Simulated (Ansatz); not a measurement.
# CHB+ (quartet): wave-function methods side by side, cc-pVTZ

The task here is to estimate one member of a computed series from the others.

The runs use Ansatz 0.2.0, Gaussian basis; cc-pVTZ, core rule «outside noble gas», up to 2 orbitals frozen.

The runs, in order: UHF; CCSD(T) on ROHF; CCSD(T) on UHF; BCCD(T) on ROHF; CCSDT(Q) on ROHF; CCSDT(Q) on UHF; CASSCF and MRCISD+Q, 7 electrons in 9 orbitals; CASSCF and NEVPT4(SD), 7 electrons in 9 orbitals; CASSCF and NEVPT2, 7 electrons in 9 orbitals.

4 further runs of the same task are left out: 4 set aside as unsound or not needed. Runs told in other sessions of the task aren't counted.

### What is computed

The geometry is a PBE0/def2-TZVP stationary point (not a proven minimum) of the parent state, kept for this charge and spin.

3 atoms, charge 1, spin multiplicity 4.

Atoms are counted from 1 here; the program's logs count them from 0.

Bond lengths: B1–C2 1.353 Å, C2–H3 1.071 Å. Angles: B1–C2–H3 180.0°.

Set-up of the first run:

File in.yaml:

```yaml
crystal:
  periodic: [false, false, false]
  atoms:
    - {symbol: B, position_ang: [0.000000, 0.000000, 1.259200]}
    - {symbol: C, position_ang: [0.000000, 0.000000, -0.094199]}
    - {symbol: H, position_ang: [0.000000, 0.000000, -1.165001]}
basis:
  gaussian: {orbitals: cc-pVTZ}
total_charge: 1
magnetization: {spin_polarized: true, initial_magnetization: 3}
hamiltonian: {xc: hf}
output: {orbitals: {seedname: orbitals}}
```

The run is started by

```console
$ ansatz run in.yaml --threads 1 --pin off --events-out ev --progress --plain --max-ram 2816MiB --backend cpu
```

Among the steps run: UHF; CCSD(T) on ROHF; CCSD(T) on UHF; BCCD(T) on ROHF; CCSDT(Q) on ROHF; CCSDT(Q) on UHF; CASSCF and MRCISD+Q, 7 electrons in 9 orbitals; CASSCF and NEVPT4(SD), 7 electrons in 9 orbitals; CASSCF and NEVPT2, 7 electrons in 9 orbitals.

One table of the session follows, with a row left open; its other results are not shown here.

```
            method  from UCCSDT(Q) (meV)
              ROHF               +4584.3
               UHF               +4464.9
              RMP2                +760.8
              UMP2                +774.1
             RCCSD                +175.5
             UCCSD                +172.5
          RCCSD(T)                 +28.8
          UCCSD(T)                 +28.0
           BCCD(T)                 +29.4
            RCCSDT                  +6.8
            UCCSDT                  +5.4
         RCCSDT(Q)                  +1.4
         UCCSDT(Q)                     0
    CASSCF valence               +2719.7
    NEVPT2 valence                     ?
NEVPT4(SD) valence                 +59.2
    MRCISD valence                +103.1
  MRCISD+Q valence                 +12.9
```

Estimate the missing values for NEVPT2 valence.

**Answer.** from UCCSDT(Q) (meV): +558.2. In the column «from UCCSDT(Q) (meV)» it lies between RCCSD (+175.5) and RMP2 (+760.8).

Caveats from the session: Restricted and unrestricted rows rest on different reference determinants; a gap between their highest levels can come from leftover correlation error, from unlike frozen cores or from another state.
